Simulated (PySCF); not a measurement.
C₂H₃N, SMILES CC#N. Atoms are numbered in the order given.

```xyz
6

C      0.0000     0.0000    -1.1708
C      0.0000     0.0000     0.2784
N      0.0000     0.0000     1.4273
H      0.8873     0.5123    -1.5456
H      0.0000    -1.0246    -1.5456
H     -0.8873     0.5123    -1.5456
```
Charge 0, spin multiplicity 1.

Geometry optimised at PBE0-D3(BJ)/def2-TZVP.

Calculation: PySCF with HF/def2-TZVPD.

Mulliken values depend strongly on the basis, most of all with diffuse functions as here. ESP charges are fitted to the potential on shells at 1.4 to 2.0 van der Waals radii. Atomic charges (e):

```tsv
atom	ESP fit	meta-Löwdin	Mulliken
C1	-0.55	-0.30	-0.20
C2	0.49	0.14	-0.02
N3	-0.53	-0.26	-0.29
H4	0.20	0.14	0.17
H5	0.20	0.14	0.17
H6	0.20	0.14	0.17
```
